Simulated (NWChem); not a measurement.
**C2H3Al (ethynylalumane): MPW1B95-D3(0)/STO-3G**

Aim: the vertical ionisation energy of C2H3Al (ethynylalumane) at MPW1B95-D3(0)/STO-3G, from 2 runs. 

The results are computed with NWChem 7.3.0.

2 further runs of the same task are left out: 1 that didn't finish, 1 set aside as unsound or not needed.

### Step 1. The molecule

C2H3Al: 6 atoms, total charge 0, spin state singlet. As SMILES, `C#[C][AlH2]`. Geometry: relaxed at PBE0-D4/def2-TZVP.

Bond lengths: C1–C2 1.211 Å, C2–Al3 1.906 Å, C1–H4 1.067 Å, Al3–H5 1.580 Å, Al3–H6 1.580 Å. Angles: C1–C2–Al3 179.9°, C2–C1–H4 180.0°, C2–Al3–H5 118.8°, C2–Al3–H6 118.8°, H5–Al3–H6 122.4°.

### Step 2. Energy and forces at MPW1B95-D3(0)/STO-3G

Input file nw.nw:

```
start nw
memory total 2200 mb
geometry units angstroms noautosym nocenter noautoz
  C     -0.792800    -1.637600    -0.298100
  C     -0.266100    -0.564200    -0.106200
  Al     0.564800     1.124200     0.195000
  H     -1.257000    -2.583100    -0.467400
  H      1.356700     1.804700    -0.990500
  H      0.436600     1.792000     1.621000
end
basis
  * library STO-3G
end
dft
  xc mpw1b95
  disp vdw 3
  grid xfine
  mulliken
  print low
end
task dft gradient
```

Command:

```
nwchem nw.nw > nw.out
```

The log of the run:

```text
[...]
 d= 0,ls=0.0,diis     1   -316.4379719551 -3.86D+02  3.43D-02  1.48D-01     1.5
[...]
 d= 0,ls=0.0,diis     7   -316.4713077468 -9.57D-09  2.35D-06  1.43D-09     7.7
         Total DFT energy =     -316.471307746787
      One electron energy =     -576.265092868081
           Coulomb energy =      221.058813977311
    Exchange-Corr. energy =      -30.674737696726
 Nuclear repulsion energy =       69.410467210449
    Dispersion correction =       -0.000758369740
[...]
      Total Density - Mulliken Population Analysis
     ---------------------------------------------
    Atom       Charge   Shell Charges
 -----------   ------   -------------------------------------------------------
    1 C    6     6.17   1.99  1.15  3.03
    2 C    6     6.31   1.99  1.33  2.99
    3 Al  13    12.16   2.00  1.98  5.79  1.06  1.34
    4 H    1     0.90   0.90
    5 H    1     1.23   1.23
    6 H    1     1.23   1.23
[...]
                         DFT ENERGY GRADIENTS
    atom               coordinates                        gradient
                 x          y          z           x          y          z
   1 C      -1.498175  -3.094615  -0.563327   -0.010292  -0.021025  -0.003747
   2 C      -0.502856  -1.066183  -0.200689   -0.001872  -0.003684  -0.000647
   3 Al      1.067317   2.124430   0.368497   -0.007280  -0.014832  -0.002673
   4 H      -2.375386  -4.881351  -0.883258    0.004377   0.008917   0.001584
   5 H       2.563791   3.410388  -1.871774    0.017382   0.015442  -0.025221
   6 H       0.825054   3.386389   3.063246   -0.002315   0.015183   0.030705
 Task  times  cpu:        9.7s     wall:        9.7s
 Total times  cpu:        9.8s     wall:        9.8s
```

It took 11 s on 1 thread of Intel Xeon Platinum 8375C at 2.90GHz (Ice Lake), shared host; peak memory 0.13 GiB.

### Step 3. The doublet cation at the same level

Input file run.py:

```python
from ase import Atoms
from ase.calculators.nwchem import NWChem

system = Atoms('CCAlHHH', positions=[
    [-0.792800, -1.637600, -0.298100],
    [-0.266100, -0.564200, -0.106200],
    [0.564800, 1.124200, 0.195000],
    [-1.257000, -2.583100, -0.467400],
    [1.356700, 1.804700, -0.990500],
    [0.436600, 1.792000, 1.621000],
])

calc = NWChem(
    label='sp',
    theory='dft',
    memory='2200 mb',
    basis='STO-3G',
    charge=1,
    dft={'xc': 'mpw1b95', 'mult': '2', 'disp': 'vdw 3', 'grid': 'xfine', 'iterations': '150', 'mulliken': None},
)
system.calc = calc

forces = system.get_forces()
print("Total energy (eV):", round(system.get_potential_energy(), 6))
print("forces (eV/A):")
for s, f in zip(system.symbols, forces):
    print(f"{s:2s} {f[0]:10.5f} {f[1]:10.5f} {f[2]:10.5f}")
```

Command:

```
export ASE_NWCHEM_COMMAND="nwchem PREFIX.nwi > PREFIX.nwo"
python run.py
```

The log of the run:

```text
Total energy (eV): -8603.418865
forces (eV/A):
C    -1.34191   -2.73169   -0.48846
C     2.27368    4.62644    0.82671
Al    0.08937    0.18409    0.03378
H    -0.59290   -1.20806   -0.21592
H    -0.50080   -0.43909    0.73606
H     0.07261   -0.43164   -0.89222
```

The calculator wrote sp.nwi:

```
title "sp"

permanent_dir sp

scratch_dir sp

start sp

geometry units angstrom nocenter noautosym noautoz
  C  -7.9279999999999995e-01 -1.6375999999999999e+00 -2.9809999999999998e-01
  C  -2.6610000000000000e-01 -5.6420000000000003e-01 -1.0620000000000000e-01
  Al 5.6479999999999997e-01 1.1242000000000001e+00 1.9500000000000001e-01
  H  -1.2569999999999999e+00 -2.5831000000000000e+00 -4.6739999999999998e-01
  H  1.3567000000000000e+00 1.8047000000000000e+00 -9.9050000000000005e-01
  H  4.3659999999999999e-01 1.7920000000000000e+00 1.6210000000000000e+00
end

charge 1

memory 2200 mb

basis noprint
   * library STO-3G
end

dft
  xc mpw1b95
  mult 2
  disp vdw 3
  grid xfine
  iterations 150
  mulliken
end

task dft gradient
```

sp.nwo, cut to the lines that bear on the results:

```text
[...]
      One electron energy =     -567.995570704296
[... 1 line left out ...]
    Exchange-Corr. energy =      -30.200085837440
[... 8 lines left out ...]
                    DFT Final Alpha Molecular Orbital Analysis
[... 436 lines left out ...]
          Convergence on energy requested:  1.00D-06
[...]
  wavefunction    = open shell
                         DFT ENERGY GRADIENTS
    atom               coordinates                        gradient
                 x          y          z           x          y          z
   1 C      -1.498175  -3.094615  -0.563327    0.026096   0.053123   0.009499
   2 C      -0.502856  -1.066183  -0.200689   -0.044216  -0.089970  -0.016077
   3 Al      1.067317   2.124430   0.368497   -0.001738  -0.003580  -0.000657
   4 H      -2.375386  -4.881351  -0.883258    0.011530   0.023493   0.004199
   5 H       2.563791   3.410388  -1.871774    0.009739   0.008539  -0.014314
   6 H       0.825054   3.386389   3.063246   -0.001412   0.008394   0.017351
[...]
```

Wall time 27 s (1 thread of Intel Xeon Platinum 8375C at 2.90GHz (Ice Lake), shared host); peak memory 0.13 GiB.

### Step 4. Results

At MPW1B95-D3(0)/STO-3G:

| quantity | value |
| --- | --- |
| singlet C2H3Al: total energy | -316.47131 Eh |
| singlet C2H3Al: dispersion energy | -1.99 kJ/mol |
| singlet C2H3Al: largest force on an atom | 1.765 eV/Å |
| doublet cation: total energy | -316.16981 Eh |
| doublet cation: HOMO energy (highest over α and β) | -13.19 eV |
| doublet cation: LUMO energy (lowest over α and β) | -10.79 eV |
| doublet cation: dispersion energy | -1.99 kJ/mol |
| doublet cation: ⟨S²⟩ | 0.758 |
| doublet cation: largest force on an atom | 5.221 eV/Å |
| vertical ionisation energy (to the doublet cation) | 8.204 eV |

**Reading.** The vertical ionisation energy comes to 8.20 eV (189 kcal/mol). The largest force (singlet C2H3Al) is 1.77 eV/Å: the shape isn't a stationary point for this species at this level. In a minimal basis such a difference can be off by several eV, whatever the method.
